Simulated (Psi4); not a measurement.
# CH6Si (SiMeH3), run twice

Wanted: the vertical excitations of CH6Si (SiMeH3), TD-XLYP/6-31++G** (Cartesian functions, tdscf states 5).

Program for the calculation: Psi4 1.11.

2 further runs of the same task are left out: 1 that didn't finish, 1 set aside as unsound or not needed.

### 1 The structure to begin with

The species is CH6Si (8 atoms), meant as a singlet with charge 0. SMILES: `[H][Si]([H])([H])C`. The coordinates come from a GFN2-xTB relaxation.

Bond lengths: Si1–C2 1.895 Å, C2–H3 1.086 Å, C2–H4 1.087 Å, C2–H5 1.087 Å, Si1–H6 1.465 Å, Si1–H7 1.465 Å, Si1–H8 1.465 Å. Some angles: Si1–C2–H3 111.3°, Si1–C2–H4 111.3°, Si1–C2–H5 111.3°, C2–Si1–H6 109.6°, C2–Si1–H7 109.6°, C2–Si1–H8 109.6°, H3–C2–H4 107.5°, H3–C2–H5 107.6°, H4–C2–H5 107.6°, H6–Si1–H7 109.4°.

### 2 Try one

calc.py reads:

```python
import psi4

psi4.set_memory(1600000000)
psi4.set_num_threads(1)
psi4.core.set_output_file('ch6si.out', False)

molecule = psi4.geometry("""
0 1
Si    -0.001940     0.003040    -0.911630
C      0.002260    -0.003450     0.983790
H     -1.007880     0.045000     1.380680
H      0.551160     0.846440     1.380230
H      0.466040    -0.905320     1.373720
H      1.377200    -0.025270    -1.405730
H     -0.667430     1.214970    -1.396360
H     -0.719410    -1.175410    -1.404700
symmetry c1
no_reorient
no_com
""")

psi4.set_options({
    'basis': '6-31++G**',
    'scf_type': 'direct',
    'tdscf_states': 5,
    'tdscf_tda': False,
    'maxiter': 2,
})

E = psi4.energy('td-xlyp', molecule=molecule)
print(f'td-xlyp energy: {E:.10f} Eh')
```

Run with:

```bash
$ python calc.py
```

ch6si.out:

```text
=> Loading Basis Set <=

    Name: 6-31++G**
    Role: ORBITAL
    Keyword: BASIS

         ---------------------------------------------------------
                                   SCF
                              RKS Reference
                        1 Threads,   1525 MiB Core
         ---------------------------------------------------------

  ==> Geometry <==

    Molecular point group: c1
    Full point group: C1

    Geometry (in Angstrom), charge = 0, multiplicity = 1:

[... 86 lines left out ...]
    Weights Tolerance      =       1.00E-15
[... 36 lines left out ...]
  Cached 100.0% of DFT collocation blocks in 0.343 [GiB].

  Minimum eigenvalue in the overlap matrix is 2.8312293460E-04.
  Reciprocal condition number of the overlap matrix is 2.7166070925E-05.
    Using symmetric orthogonalization.

  ==> Pre-Iterations <==

  SCF Guess: Superposition of Atomic Densities via on-the-fly atomic UHF (no occupation information).

   -------------------------
    Irrep   Nso     Nmo
   -------------------------
     A         78      78
   -------------------------
    Total      78      78
   -------------------------

  ==> Iterations <==

                           Total Energy        Delta E     RMS |[F,P]|

   @DF-RKS iter SAD:  -330.73407325328623   -3.30734e+02   0.00000e+00
   @DF-RKS iter   1:  -330.84511020162051   -1.11037e-01   1.16970e-02 ADIIS/DIIS
   @DF-RKS iter   2:  -330.05866111722634    7.86449e-01   1.65715e-02 ADIIS/DIIS

PsiException: Could not converge SCF iterations in 2 iterations.

PsiException: Could not converge SCF DF preiterations in 2 iterations.
```

Standard output:

```text
Traceback (most recent call last):
psi4.driver.p4util.exceptions.SCFConvergenceError: Could not converge SCF iterations in 2 iterations.

During handling of the above exception, another exception occurred:

Traceback (most recent call last):
  File "calc.py", line 30, in <module>
    E = psi4.energy('td-xlyp', molecule=molecule)
psi4.driver.p4util.exceptions.SCFConvergenceError: Could not converge SCF DF preiterations in 2 iterations.
```

Wall time 2.6 s (1 thread of AMD EPYC 9R45 (Zen 5), shared host); peak memory 0.58 GiB.

### 3 What went wrong

No converged result was reached.

The telling line is `psi4.driver.p4util.exceptions.SCFConvergenceError: Could not converge SCF DF preiterations in 2 iterations.`. What is wrong: the iteration cap is too low for convergence. To mend it: iteration cap at its default in place of 2.

### 4 Try two

ch6si.py reads:

```python
import psi4

psi4.set_memory('1600 MB')
psi4.set_num_threads(1)
psi4.set_output_file('run.log', False)

geom = psi4.geometry("""
0 1
Si    -0.001940     0.003040    -0.911630
C      0.002260    -0.003450     0.983790
H     -1.007880     0.045000     1.380680
H      0.551160     0.846440     1.380230
H      0.466040    -0.905320     1.373720
H      1.377200    -0.025270    -1.405730
H     -0.667430     1.214970    -1.396360
H     -0.719410    -1.175410    -1.404700
symmetry c1
no_reorient
no_com
""")

options = {'basis': '6-31++G**', 'scf_type': 'direct', 'tdscf_states': 5, 'tdscf_tda': False}
psi4.set_options(options)

energy_value = psi4.energy('td-xlyp')
print(f'total energy {energy_value:.8f} hartree = {energy_value * 27.211386:.5f} eV')
```

Run with:

```bash
$ python ch6si.py
```

run.log (excerpt; [...] marks lines left out):

```text
[...]
  Running in c1 symmetry.
[...]
  Nuclear repulsion =   62.765006577323007
[...]
  Multiplicity = 1
[...]
  Nalpha       = 13
  Nbeta        = 13
[...]
    Number of basis functions: 78
[...]
   @DF-RKS iter   1:  -330.84511020162051   -1.11037e-01   1.16970e-02 ADIIS/DIIS
[...]
   @RKS iter  10:  -331.30166974449912   -4.45065e-08   8.24876e-07 DIIS
[...]
  @RKS Final Energy:  -331.30166974449912
   => Energetics <=
    Nuclear Repulsion Energy =             62.7650065773230068
    One-Electron Energy =                -580.3529587292605356
    Two-Electron Energy =                 214.9611746881619183
    DFT Exchange-Correlation Energy =     -28.6748922807235189
    Empirical Dispersion Energy =           0.0000000000000000
    VV10 Nonlocal Energy =                  0.0000000000000000
    Total Energy =                       -331.3016697444991223
[...]
 Multipole Moments:
 ------------------------------------------------------------------------------------
     Multipole            Electronic (a.u.)      Nuclear  (a.u.)        Total (a.u.)
 ------------------------------------------------------------------------------------
 L = 1.  Multiply by 2.5417464519 to convert [e a0] to [Debye]
 Dipole X            :          0.0269415           -0.0263050            0.0006365
 Dipole Y            :         -0.0428900            0.0420842           -0.0008058
 Dipole Z            :         13.3268359          -13.1000350            0.2268008
 Magnitude           :                                                    0.2268032
[...]
**********                               WARNING                                **********
**********       The names of excited state variables changed between 1.5       **********
[...]
**********                               WARNING                                **********
**********  Length-gauge rotatory strengths are **NOT** gauge-origin invariant  **********
[...]
                                    Excitation Energy         Total Energy        Oscillator Strength             Rotatory Strength
[...]
Excited State    1 (1 A):   0.26073 au   174.75 nm f = 0.0491
[...]
Excited State    2 (1 A):   0.27191 au   167.57 nm f = 0.0097
[...]
Excited State    3 (1 A):   0.27193 au   167.55 nm f = 0.0097
[...]
Excited State    4 (1 A):   0.28352 au   160.70 nm f = 0.2150
[...]
Excited State    5 (1 A):   0.29467 au   154.63 nm f = 0.0726
[...]
```

The script printed:

```text
total energy -331.30166974 hartree = -9015.17762 eV
```

Run time: 35 s. Hardware: 1 thread of AMD EPYC 9R45 (Zen 5), shared host; peak memory 0.58 GiB.

The roots found:

| excited state | energy (eV) | strength | label |
| --- | --- | --- | --- |
| 1 | 7.095 | 0.0491 | A 1 |
| 2 | 7.399 | 0.0097 | A 1 |
| 3 | 7.400 | 0.0097 | A 1 |
| 4 | 7.715 | 0.2150 | A 1 |
| 5 | 8.018 | 0.0726 | A 1 |

### 5 What came out

At TD-XLYP/6-31++G** (Cartesian functions, tdscf states 5):

```
                               quantity          value
      ground-state or mean-field energy  -331.30167 Eh
 dipole moment (XLYP Kohn–Sham density)         0.58 D
  HOMO energy (XLYP Kohn–Sham orbitals)       -7.69 eV
  LUMO energy (XLYP Kohn–Sham orbitals)       -0.72 eV
HOMO–LUMO gap (XLYP Kohn–Sham orbitals)        6.97 eV
               lowest excitation energy        7.09 eV
```

The brightest of the 5 transitions from the ground state lies at 7.72 eV (161 nm, f = 0.215); the lowest, at 7.09 eV, has f = 0.049. Roots above 7.7 eV lie over the negative of the HOMO energy, where those of Rydberg kind are poorly described; valence roots are less touched.
